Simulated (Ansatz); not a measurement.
**C4H7ClO (2-chloroethyl vinyl ether) at 3 levels**

Aim: a comparison of 3 runs (HF/STO-3G, HF/def2-SVP, B3LYP/6-31G*) of C4H7ClO (2-chloroethyl vinyl ether). 

The calculation is run with Ansatz 0.2.0.

3 further runs of the same task are left out: 1 that didn't finish, 2 set aside as unsound or not needed.

**1. The molecule**

C4H7ClO has 13 atoms, charge 0, and is taken as a singlet. As SMILES, `C=COCCCl`. The coordinates come from a PBE0-D4/def2-TZVP relaxation. This is one conformer, not always the lowest.

Bond lengths: C1–C2 1.328 Å, C2–O3 1.347 Å, O3–C4 1.410 Å, C4–C5 1.508 Å, C5–Cl6 1.776 Å, C1–H7 1.081 Å, C1–H8 1.081 Å, C2–H9 1.084 Å, C4–H10 1.096 Å, C4–H11 1.096 Å, C5–H12 1.089 Å, C5–H13 1.089 Å. Some angles: C1–C2–O3 127.8°, C2–O3–C4 116.6°, O3–C4–C5 106.6°, C4–C5–Cl6 109.5°, C1–C2–H9 122.1°, O3–C2–H9 110.1°, C2–C1–H7 118.6°, C2–C1–H8 123.7°, O3–C4–H10 110.5°, O3–C4–H11 110.5°.

**2. Energy and forces at HF/STO-3G (run 1)**

in.yaml

```yaml
crystal:
  periodic: [false, false, false]
  atoms:
    - {symbol: C, position_ang: [2.153940, -0.238330, 0.567060]}
    - {symbol: C, position_ang: [1.519120, 0.786680, 0.009150]}
    - {symbol: O, position_ang: [0.213470, 0.874840, -0.311790]}
    - {symbol: C, position_ang: [-0.584410, -0.251350, -0.024760]}
    - {symbol: C, position_ang: [-1.985660, 0.087550, -0.468600]}
    - {symbol: Cl, position_ang: [-3.061190, -1.287150, -0.140360]}
    - {symbol: H, position_ang: [3.213270, -0.147440, 0.761250]}
    - {symbol: H, position_ang: [1.670210, -1.165790, 0.841020]}
    - {symbol: H, position_ang: [2.030720, 1.705690, -0.254990]}
    - {symbol: H, position_ang: [-0.564450, -0.472190, 1.048720]}
    - {symbol: H, position_ang: [-0.213600, -1.131510, -0.562690]}
    - {symbol: H, position_ang: [-2.371250, 0.949260, 0.073940]}
    - {symbol: H, position_ang: [-2.020180, 0.289730, -1.537940]}
basis:
  gaussian: {orbitals: STO-3G}
hamiltonian: {xc: hf}
accuracy: high
output: {forces: true, orbitals: {seedname: orbitals}}
```

Run with:

```bash
$ ansatz run in.yaml --threads 1 --pin off --max-ram 2610MiB --events-out events.jsonl --progress --plain --runs-dir runs
```

The log of the run, cut to the lines that bear on the results:

```text
Warning: RAYON_NUM_THREADS=1 ignored (pool sized by the plan → 1); use --threads N
Functional definition: HF
  name "HF"
[...]
867 factors; integrals over basis functions are off by at most 3.3e-8 eV
[...]
mean field -18560.15634343 eV, -682.0731650952 hartree, gradient 2.2e-8 eV, S^2 0.000000; 0 other end points of the search recorded, 0 dependent functions left out
[...]
reference -18560.15634343 eV, -682.0731650952 hartree; 28, 28 occupied and 13, 13 virtual orbitals, 867 factors
Total energy: -18560.15634343 eV, -682.0731650952 hartree
Atom 0 at     2.153940    -0.238330     0.567060 Å, force    -0.192806     0.977444    -0.441169 eV/Å
Atom 1 at     1.519120     0.786680     0.009150 Å, force     2.271998    -1.651155     1.172699 eV/Å
Atom 2 at     0.213470     0.874840    -0.311790 Å, force    -1.736832     1.564857    -1.019870 eV/Å
Atom 3 at    -0.584410    -0.251350    -0.024760 Å, force     1.269221    -0.983093     0.678042 eV/Å
Atom 4 at    -1.985660     0.087550    -0.468600 Å, force    -0.732975     0.964343    -0.553615 eV/Å
Atom 5 at    -3.061190    -1.287150    -0.140360 Å, force    -0.891669    -0.996980     0.213697 eV/Å
Atom 6 at     3.213270    -0.147440     0.761250 Å, force    -0.158497    -0.152701     0.027383 eV/Å
Atom 7 at     1.670210    -1.165790     0.841020 Å, force     0.162858     0.207696    -0.049986 eV/Å
Atom 8 at     2.030720     1.705690    -0.254990 Å, force     0.202686     0.148819    -0.017457 eV/Å
Atom 9 at    -0.564450    -0.472190     1.048720 Å, force    -0.123456    -0.142857    -0.007694 eV/Å
Atom 10 at    -0.213600    -1.131510    -0.562690 Å, force    -0.136985    -0.116046     0.057340 eV/Å
Atom 11 at    -2.371250     0.949260     0.073940 Å, force     0.033196     0.089936    -0.029215 eV/Å
Atom 12 at    -2.020180     0.289730    -1.537940 Å, force     0.033261     0.089738    -0.030157 eV/Å
Dipole moment:     0.276949     0.200983    -0.021818 e Å
```

Run time: 1.7 s. Hardware: 1 thread of Arm Neoverse V1, shared host; peak memory 0.1 GiB.

**3. Energy and forces at HF/def2-SVP (run 2)**

input.yaml

```yaml
crystal:
  periodic: [false, false, false]
  atoms:
    - symbol: C
      position_ang: [2.153940, -0.238330, 0.567060]
    - symbol: C
      position_ang: [1.519120, 0.786680, 0.009150]
    - symbol: O
      position_ang: [0.213470, 0.874840, -0.311790]
    - symbol: C
      position_ang: [-0.584410, -0.251350, -0.024760]
    - symbol: C
      position_ang: [-1.985660, 0.087550, -0.468600]
    - symbol: Cl
      position_ang: [-3.061190, -1.287150, -0.140360]
    - symbol: H
      position_ang: [3.213270, -0.147440, 0.761250]
    - symbol: H
      position_ang: [1.670210, -1.165790, 0.841020]
    - symbol: H
      position_ang: [2.030720, 1.705690, -0.254990]
    - symbol: H
      position_ang: [-0.564450, -0.472190, 1.048720]
    - symbol: H
      position_ang: [-0.213600, -1.131510, -0.562690]
    - symbol: H
      position_ang: [-2.371250, 0.949260, 0.073940]
    - symbol: H
      position_ang: [-2.020180, 0.289730, -1.537940]
basis:
  gaussian: {orbitals: def2-SVP}
hamiltonian: {xc: hf}
accuracy: high
output: {forces: true, orbitals: {seedname: orbitals}}
```

Run with:

```bash
$ ansatz run input.yaml --threads 1 --pin off --max-ram 2610MiB --events-out events.jsonl --progress --plain --runs-dir runs
```

The log of the run, cut to the lines that bear on the results:

```text
Warning: RAYON_NUM_THREADS=1 ignored (pool sized by the plan → 1); use --threads N
[... 2 set-up lines as earlier in the session ...]
[...]
2985 factors; integrals over basis functions are off by at most 2.4e-8 eV
[...]
mean field -18763.78783057 eV, -689.5564842211 hartree, gradient 1.2e-8 eV, S^2 0.000000; 0 other end points of the search recorded, 0 dependent functions left out
[...]
reference -18763.78783057 eV, -689.5564842211 hartree; 28, 28 occupied and 95, 95 virtual orbitals, 2985 factors
Total energy: -18763.78783057 eV, -689.5564842211 hartree
Atom 0 at     2.153940    -0.238330     0.567060 Å, force    -0.105774     0.283915    -0.138643 eV/Å
Atom 1 at     1.519120     0.786680     0.009150 Å, force    -0.141861     0.049125    -0.049782 eV/Å
Atom 2 at     0.213470     0.874840    -0.311790 Å, force     0.215474    -0.753972     0.355447 eV/Å
Atom 3 at    -0.584410    -0.251350    -0.024760 Å, force     0.230885     0.340882    -0.089882 eV/Å
Atom 4 at    -1.985660     0.087550    -0.468600 Å, force     0.008372     0.280750    -0.112611 eV/Å
Atom 5 at    -3.061190    -1.287150    -0.140360 Å, force    -0.251438    -0.270219     0.055767 eV/Å
Atom 6 at     3.213270    -0.147440     0.761250 Å, force    -0.017156    -0.009788    -0.000158 eV/Å
Atom 7 at     1.670210    -1.165790     0.841020 Å, force     0.070259     0.044900    -0.003494 eV/Å
Atom 8 at     2.030720     1.705690    -0.254990 Å, force     0.016707    -0.112807     0.049031 eV/Å
Atom 9 at    -0.564450    -0.472190     1.048720 Å, force    -0.030935     0.052693    -0.185387 eV/Å
Atom 10 at    -0.213600    -1.131510    -0.562690 Å, force    -0.086771     0.158732     0.073594 eV/Å
Atom 11 at    -2.371250     0.949260     0.073940 Å, force     0.068981    -0.075005    -0.081603 eV/Å
Atom 12 at    -2.020180     0.289730    -1.537940 Å, force     0.023259     0.010794     0.127721 eV/Å
Dipole moment:     0.233769     0.136383    -0.004739 e Å
```

It took 12 s on 1 thread of Arm Neoverse V1, shared host; peak memory 0.48 GiB.

**4. Energy and gradient at B3LYP/6-31G(d) (spherical functions) (run 3)**

in.yaml

```yaml
crystal:
  periodic: [false, false, false]
  atoms:
    - symbol: C
      position_ang: [2.153940, -0.238330, 0.567060]
    - symbol: C
      position_ang: [1.519120, 0.786680, 0.009150]
    - symbol: O
      position_ang: [0.213470, 0.874840, -0.311790]
    - symbol: C
      position_ang: [-0.584410, -0.251350, -0.024760]
    - symbol: C
      position_ang: [-1.985660, 0.087550, -0.468600]
    - symbol: Cl
      position_ang: [-3.061190, -1.287150, -0.140360]
    - symbol: H
      position_ang: [3.213270, -0.147440, 0.761250]
    - symbol: H
      position_ang: [1.670210, -1.165790, 0.841020]
    - symbol: H
      position_ang: [2.030720, 1.705690, -0.254990]
    - symbol: H
      position_ang: [-0.564450, -0.472190, 1.048720]
    - symbol: H
      position_ang: [-0.213600, -1.131510, -0.562690]
    - symbol: H
      position_ang: [-2.371250, 0.949260, 0.073940]
    - symbol: H
      position_ang: [-2.020180, 0.289730, -1.537940]
basis:
  gaussian:
    orbitals: 6-31G_st_-spherical.json
output: {forces: true, orbitals: {seedname: orbitals}}
accuracy: high
total_charge: 0
hamiltonian:
  xc: {name: B3LYP}
```

The basis set 6-31G* is read from a file made from the Basis Set Exchange's data (not shown).

Run with:

```bash
$ ansatz run in.yaml --threads 1 --pin off --max-ram 2610MiB --events-out events.jsonl --progress --plain --runs-dir runs
```

The log of the run, cut to the lines that bear on the results:

```text
Warning: RAYON_NUM_THREADS=1 ignored (pool sized by the plan → 1); use --threads N
Functional definition: B3LYP
  name "B3LYP"
[...]
2504 factors; integrals over basis functions are off by at most 7.5e-9 eV
[...]
mean field -18830.74862422 eV, -692.0172480002 hartree, gradient 5.8e-8 eV, S^2 0.000000; 0 other end points of the search recorded, 0 dependent functions left out
[...]
reference -18830.74866527 eV, -692.0172495087 hartree; 28, 28 occupied and 74, 74 virtual orbitals, 2504 factors
Total energy: -18830.74866527 eV, -692.0172495087 hartree
Atom 0 at     2.153940    -0.238330     0.567060 Å, force     0.234392    -0.264633     0.159897 eV/Å
Atom 1 at     1.519120     0.786680     0.009150 Å, force     0.279496     0.264231    -0.046122 eV/Å
Atom 2 at     0.213470     0.874840    -0.311790 Å, force    -0.300220     0.341178    -0.205301 eV/Å
Atom 3 at    -0.584410    -0.251350    -0.024760 Å, force     0.066692    -0.223138     0.105210 eV/Å
Atom 4 at    -1.985660     0.087550    -0.468600 Å, force     0.014684     0.385092    -0.153957 eV/Å
Atom 5 at    -3.061190    -1.287150    -0.140360 Å, force    -0.473690    -0.528878     0.113196 eV/Å
Atom 6 at     3.213270    -0.147440     0.761250 Å, force     0.107306    -0.037458     0.038435 eV/Å
Atom 7 at     1.670210    -1.165790     0.841020 Å, force     0.011815    -0.083818     0.036511 eV/Å
Atom 8 at     2.030720     1.705690    -0.254990 Å, force     0.016384     0.081749    -0.030496 eV/Å
Atom 9 at    -0.564450    -0.472190     1.048720 Å, force     0.009427    -0.031832     0.075174 eV/Å
Atom 10 at    -0.213600    -1.131510    -0.562690 Å, force     0.031317    -0.072107    -0.023440 eV/Å
Atom 11 at    -2.371250     0.949260     0.073940 Å, force    -0.010533     0.106893     0.019607 eV/Å
Atom 12 at    -2.020180     0.289730    -1.537940 Å, force     0.012931     0.062719    -0.088714 eV/Å
Dipole moment:     0.199470     0.155866    -0.020212 e Å
```

Run time: 18 s. Hardware: 1 thread of Arm Neoverse V1, shared host; peak memory 0.41 GiB.

**5. Overview of the runs**

```csv
run,level,energy (Eh),dipole moment (D),HOMO energy (eV),LUMO energy (eV),wall time
1,HF/STO-3G,-682.073165,1.65,-7.67,8.86,1.7 s
2,HF/def2-SVP,-689.556484,1.30,-9.68,4.88,12 s
3,B3LYP/6-31G* (spherical functions),-692.017250,1.22,-6.40,0.79,18 s
```

**6. Summary of results**

| quantity | value |
| --- | --- |
| run 3: total energy | -692.01725 Eh |
| run 3: dipole moment | 1.22 D |
| run 3: HOMO energy | -6.40 eV |
| run 3: LUMO energy | 0.79 eV |
| run 3: HOMO–LUMO gap | 7.19 eV |
| run 3: largest force on an atom | 0.719 eV/Å |

**Reading.** The dipole moment (its size) runs from 1.22 D (B3LYP/6-31G*) to 1.65 D (HF/STO-3G). The two ends differ in method and basis. The HOMO–LUMO gap runs from 7.19 eV (B3LYP/6-31G*) to 16.52 eV (HF/STO-3G). In run 1 the basis is minimal, so the values are rough. All runs together took 32 s, the longest 18 s.
